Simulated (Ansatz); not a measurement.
The first iterations of a band of AlFH$_{2}$ (4 atoms, charge 0, multiplicity 1).

Method: RKS PBE/6-31G* (Ansatz).

| Quantity | Value |
| --- | --- |
| movable images | 7 |
| climbing image | yes |
| spring | 5.0 eV/Å² |
| optimiser | fire |
| start path | through a guess of the saddle point |
| force threshold | 0.03 eV/Å |
| iteration limit | 60 |
| end points | relaxed |
| largest step | 0.02 Å |

Initial state:

```xyz
4
Properties=species:S:1:pos:R:3
Al 0.402 0.000 0.180
F 0.443 0.000 1.849
H 1.805 0.000 -0.584
H -1.037 0.000 -0.514
```

Final state:

```xyz
4
Properties=species:S:1:pos:R:3
Al 0.106 0.000 -0.794
F 1.066 0.000 1.209
H 1.882 0.000 0.687
H -1.441 0.000 -0.171
```

| iteration | highest image above the first end (eV) | largest band force component (eV/Å) |
| --- | --- | --- |
| 1 | 3.674 | 3.893 |
| 2 | 3.569 | 3.150 |
| 3 | 3.454 | 2.534 |
| 4 | 3.359 | 2.349 |
| 5 | 3.293 | 2.213 |
| 6 | 3.239 | 2.285 |
| 7 | 3.191 | 2.334 |
| 8 | 3.146 | 2.340 |
| 9 | 3.118 | 2.306 |
| 10 | 3.113 | 2.240 |
| 11 | 3.108 | 2.149 |
| 12 | 3.105 | 2.036 |
| 13 | 3.102 | 1.907 |
| 14 | 3.100 | 1.765 |
| 15 | 3.097 | 1.612 |

Task: Does the band converge within its limit, and where does its top end?

Result: The run converged. It ended after 46 iterations with the highest image 3.028 eV above the first end. Another band between the same ends (7 images) ends at a top of the same energy, where a vibrational analysis finds 1 clearly imaginary mode. The orbitals stay closed-shell, which can raise the energy where a bond breaks towards radicals; this wasn't checked here.

Run time: 2.7 min on 1 thread of Arm Neoverse V2, with other jobs on the host, peak memory 0.08 GiB.
